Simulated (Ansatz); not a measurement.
# Beta-Sn (white tin) under LDA: how the cold (Marzari-Vanderbilt) smearing moves the result

How small must the cold (Marzari-Vanderbilt) smearing width be for energy and pressure to settle? The geometry was relaxed under LDA beforehand and stays fixed; 7 values are run, from 0.01 to 1.0 eV. Wanted are the values from which on the energy stays within 10 and 1 meV/atom, and the pressure within 0.5 GPa, of the narrowest run. Within the series other settings stay, but some runs also write fields, which adds to their time. Spin polarisation is left out.

Program: Ansatz 0.2.0. Level of theory: DFT LDA, plane waves with PAW, scalar-relativistic. These are calculated values, not measurements.

### Step 1. Starting point

The structure is tetragonal, space group I4_1/amd (No. 141). The conventional cell has a = 5.799 Å, b = 5.799 Å, c = 3.116 Å, α = 90.00°, β = 90.00°, γ = 90.00°. Sn (site symmetry -4m2) has 6 Sn at 3.00 to 3.12 Å as nearest neighbours.

As a file:

```xyz
2
Lattice="-2.8994 2.9008 1.5582 2.9008 -2.8994 1.5582 2.8986 2.8986 -1.5556" Properties=species:S:1:pos:R:3 pbc="T T T"
Sn    2.9007   -2.8993    1.5582
Sn    0.0000    2.8999    0.7803
```

### Step 2. Width 0.01 eV

The run at 0.01 eV.

input.yaml

```yaml
crystal:
  lattice:
    - [-2.8994216605, 2.9008009606, 1.5581694818]
    - [2.9008009606, -2.8994216605, 1.5581694818]
    - [2.8985835788, 2.8985835788, -1.5556411493]
  atoms:
    - { symbol: Sn, position: [1.64062e-05, 0.9999835938, 0.0] }
    - { symbol: Sn, position: [0.7499835938, 0.2500164062, 0.5] }
hamiltonian:
  xc: lda
  pseudopotentials:
    kind: paw
    azcp:
      Sn: "pseudopotentials/Sn.paw.azcp"
basis:
  ecutwfc: 420
  fft_grid_basis: typed
kpoints:
  mp_grid: { grid: [11, 11, 8], shift: [0, 0, 0] }
magnetization:
  spin_polarized: false
scf:
  occupations: { method: cold, width: 0.01 }
  lower_state_search: "off"
output:
  stress: true
```

The run is started by

```bash
> ansatz run input.yaml --threads 2 --pin off --max-ram 5120MiB --backend cpu --events-out ev --progress --plain --runs-dir out
```

### Step 3. Width 0.03 eV

The run at 0.03 eV.

Edit input.yaml of step 2 so:

```diff
@@ -22,3 +22,3 @@
 scf:
-  occupations: { method: cold, width: 0.01 }
+  occupations: { method: cold, width: 0.03 }
   lower_state_search: "off"
```

### Step 4. Width 0.1 eV

The run at 0.1 eV.

Edit input.yaml of step 3 so:

```diff
@@ -22,3 +22,3 @@
 scf:
-  occupations: { method: cold, width: 0.03 }
+  occupations: { method: cold, width: 0.1 }
   lower_state_search: "off"
@@ -26 +26,5 @@
   stress: true
+  write_density: true
+  write_potential: true
+  elf: true
+  volumetric_format: npy
```

### Step 5. Width 0.2 eV

The run at 0.2 eV.

Edit input.yaml of step 4 so:

```diff
@@ -22,3 +22,3 @@
 scf:
-  occupations: { method: cold, width: 0.1 }
+  occupations: { method: cold, width: 0.2 }
   lower_state_search: "off"
```

### Step 6. Width 0.3 eV

The run at 0.3 eV.

Edit input.yaml of step 5 so:

```diff
@@ -22,3 +22,3 @@
 scf:
-  occupations: { method: cold, width: 0.2 }
+  occupations: { method: cold, width: 0.3 }
   lower_state_search: "off"
```

### Step 7. Width 0.6 eV

The run at 0.6 eV.

Edit input.yaml of step 6 so:

```diff
@@ -22,3 +22,3 @@
 scf:
-  occupations: { method: cold, width: 0.3 }
+  occupations: { method: cold, width: 0.6 }
   lower_state_search: "off"
@@ -26,5 +26 @@
   stress: true
-  write_density: true
-  write_potential: true
-  elf: true
-  volumetric_format: npy
```

### Step 8. Width 1.0 eV

The run at 1.0 eV.

Edit input.yaml of step 7 so:

```diff
@@ -22,3 +22,3 @@
 scf:
-  occupations: { method: cold, width: 0.6 }
+  occupations: { method: cold, width: 1.0 }
   lower_state_search: "off"
```

(Steps that only read results are left out.)

Before running it: what results should come out?

**Answer**, as computed:

| quantity | value |
| --- | --- |
| E(σ → 0) stays within 10 meV/atom of 0.01 eV | up to 1.0 eV |
| E(σ → 0) stays within 1 meV/atom | up to 0.3 eV |
| pressure stays within 0.5 GPa | up to 1.0 eV |
| pressure at 0.01 eV | -0.03 GPa |
| energy of a separate run on a finer mesh (19×19×13) | +3.6 meV/atom from 0.01 eV |

**Reading.** The far end, 1.0 eV, lies +5.6 meV/atom and -0.2 GPa from the yardstick. The free energy F moves by +13.3 meV/atom over the range, and the estimate for σ → 0 by +5.6. This scheme cancels the term in the square of the width, so F moves little up to 0.2 eV. The mesh (11×11×8) is fixed, so the narrowest widths carry a k-point error of their own. The yardstick itself is unsettled by 3.6 meV/atom against the finer mesh, so the thresholds above hold only within this series, and wider smearing, which averages over more states, can land nearer the fine-mesh value than the narrowest does. The cell taken over is 3 % smaller than the measured one (27.05 Å³/atom, COD).
